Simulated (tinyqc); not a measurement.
A ladder of methods, and size consistency: correlation methods against full CI in the sto-3g basis, for BH3, spin multiplicity 1. Computed by the program tinyqc with PySCF. All electrons correlated; +Q is the Davidson correction (1 - c0^2) E_corr. The last columns treat two copies 100 angstrom apart as one system. FCI is the lowest singlet.

Geometry (angstrom):
```
atom        x        y       z
B      0.0000   0.0000  0.0190
H      1.1080   0.0000  0.0000
H     -0.5540   0.9590  0.0000
H     -0.5540  -0.9590  0.0000
```

RHF energy of one = -26.064827 hartree

Correlation energies (hartree):
```
method   E_corr of one  share of FCI (%)  E_corr of two at 100 angstrom  two minus twice one (mhartree)
MP2           -0.03254            69.843                       -0.06509                           0.000
CISD          -0.04560            97.868                       -0.08909                           2.113
CISD+Q        -0.04671           100.245                       -0.09312                           0.295
CCSD          -0.04630            99.371                       -0.09260                           0.000
CCSD(T)       -0.04649            99.774                       -0.09298                           0.000
FCI           -0.04660           100.000                              -                               -
```

What does the comparison show, and why?

MP2 recovers 70 %, CISD 97.9 % and CCSD 99.4 % of the FCI value (c0^2 = 0.976 in CISD). MP2 and coupled cluster are size consistent, so their last column vanishes; CISD loses 2.11 mhartree, since a double excitation on each copy is a quadruple of the pair, and the Davidson correction leaves +0.30.
